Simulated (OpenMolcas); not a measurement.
**How basis sets differ on [SiPH6]+ (SMILES [SiH3][PH3+])**

[SiPH6]+: 8 atoms, total charge +1, spin state singlet. SMILES: `[SiH3][PH3+]`. The shape is that of a GFN2-xTB optimisation.

| atom | x (Å) | y (Å) | z (Å) |
| --- | --- | --- | --- |
| Si | -0.4710 | 0.5664 | -1.0999 |
| P | 0.3650 | -0.4434 | 0.8592 |
| H | -0.0943 | -0.4374 | -2.0917 |
| H | -1.8885 | 0.6638 | -0.7631 |
| H | 0.2954 | 1.8097 | -1.0970 |
| H | 0.2108 | 0.2291 | 2.0516 |
| H | 1.7151 | -0.7123 | 0.9182 |
| H | -0.1324 | -1.6759 | 1.2227 |

Quantity: the HOMO–LUMO gap, in eV. The values are calculated.

```tsv
level	kind	program	value (eV)	CPU time
HF/ANO-S-MB	Hartree–Fock	OpenMolcas	16.04	1.6 s
HF/STO-3G	Hartree–Fock	OpenMolcas	19.47	2.1 s
HF/3-21G	Hartree–Fock	OpenMolcas	16.12	2.3 s
HF/def2-SVP	Hartree–Fock	OpenMolcas	16.52	4.7 s
HF/pcseg-1	Hartree–Fock	OpenMolcas	16.14	5.2 s
```

The values span 16.04 to 19.47 eV. A Hartree–Fock LUMO above zero doesn't converge with the basis: it sinks as sets grow more diffuse. Orbital gaps aren't excitation energies. CPU times are rough (shared hosts, several kinds of processor): they show what a rung costs within a factor of a few.
